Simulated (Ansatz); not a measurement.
in.yaml

```yaml
crystal:
  periodic: [false, false, false]
  atoms:
    - {symbol: O, position_ang: [0.000000, 0.000000, 0.000000]}
    - {symbol: Na, position_ang: [0.000000, 0.000000, 4.659000]}
basis:
  gaussian: {orbitals: cc-pVDZ}
total_charge: 1
magnetization: {spin_polarized: false, initial_magnetization: 2}
correlation: {method: fci, electrons: outside_noble_gas}
```

```sh
$ ansatz run in.yaml --threads 1 --pin off --events-out ev --progress --plain --max-ram 2393MiB
```

Log:

```
505 factors; integrals over basis functions are off by at most 1.6e-7 eV
mean field evaluation 1: about -6433.2027 eV, gradient 2.4e1 eV
mean field evaluation 2: about -6433.2781 eV, gradient 2.3e1 eV
mean field evaluation 4: about -6434.4079 eV, gradient 1.3e0 eV
mean field evaluation 8: about -6434.4287 eV, gradient 1.2e-1 eV
mean field evaluation 16: about -6434.3638 eV, gradient 7.5e-2 eV
mean field evaluation 32: about -6434.2388 eV, gradient 5.8e0 eV
mean field evaluation 64: about -6434.3638 eV, gradient 7.5e-2 eV
mean field -6434.42886968 eV, -236.4608995481 hartree, gradient 6.4e-6 eV, S^2 2.000000; 9 other end points of the search recorded, 0 dependent functions left out
mean field evaluation 96: about -6434.5588 eV, gradient 1.4e-1 eV
mean field evaluation 128: about -6434.5274 eV, gradient 3.7e-1 eV
mean field evaluation 160: about -6434.4914 eV, gradient 5.8e-4 eV
determinant -6434.42886968 eV, -236.4608995481 hartree, with singles and doubles -6437.73383556 eV, -236.5823548040 hartree
determinant -6434.36387955 eV, -236.4585112051 hartree, with singles and doubles -6437.66270084 eV, -236.5797406513 hartree
determinant -6434.42886968 eV, -236.4608995481 hartree, with singles and doubles -6437.75175999 eV, -236.5830135147 hartree
determinant -6434.36387955 eV, -236.4585112051 hartree, with singles and doubles -6437.67886858 eV, -236.5803348049 hartree
6 core orbitals not correlated: weight in the atoms' cores, before any rotation towards them, 1.000 or more for the frozen orbitals, at most 0.000 for the correlated occupied ones
reference -6434.42886968 eV, -236.4608995481 hartree; 4, 2 occupied and 22, 24 virtual orbitals, 505 factors
state -6437.77941598 eV, -236.5840298538 hartree
Total energy: -6437.77941598 eV, -236.5840298538 hartree
```

Natural occupations: 1.9807 1.9756 0.9949 0.9949 0.0161 0.0085 0.0059 0.0059 0.0037 0.0036 0.0036 0.0032 0.0032 0.0002 0.0000 0.0000 0.0000 0.0000 0.0000 0.0000 0.0000 0.0000 0.0000 0.0000.

Ran on 1 thread of Intel Xeon, shared host: 10 s wall, 0.25 GiB peak host memory.
